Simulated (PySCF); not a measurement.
From computed data to an observable: entropy of an ideal gas

tetrafluoromethane (CF₄), SMILES FC(F)(F)F.

Geometry optimised at PBE-D3(BJ)/def2-SVP.

PBE-D3(BJ)/def2-SVP in PySCF gives the harmonic wavenumbers 420, 420, 608, 608, 608, 885, 1254, 1254, 1254 cm⁻¹ and the rotational temperatures 0.2692, 0.2692, 0.2692 K. The molar mass is 88.00 g/mol, the symmetry number 12, the spin multiplicity 1.

Work out the entropy at 298.15 K and 1 atm in the rigid-rotor, harmonic-oscillator model.


Translation (Sackur–Tetrode at 1 atm): S = R[1.5 ln M + 2.5 ln T − 1.16487] = 164.6 J/(mol K).
Rotation: q = (√π/σ) T^1.5/√(θA θB θC) = 5440, S = R[ln q + 3/2] = 84.0 J/(mol K).
Vibration: with u = 1.4388 ν/T, each mode gives R[u/(e^u − 1) − ln(1 − e^−u)]:
```csv
ν (cm⁻¹),modes,u,S (J/(mol K))
420,2,2.03,7.46
608,3,2.93,5.47
885,1,4.27,0.62
1254,3,6.05,0.42
```
These are all the modes. Sum 14.0 J/(mol K).
Spin: R ln 1 = 0.0 J/(mol K).
Total 262.6 J/(mol K); the program's own thermochemistry gives 262.5. Translation makes up 63 % and vibration 5 %. Anharmonicity, hindered rotation and orbital degeneracy are left out.
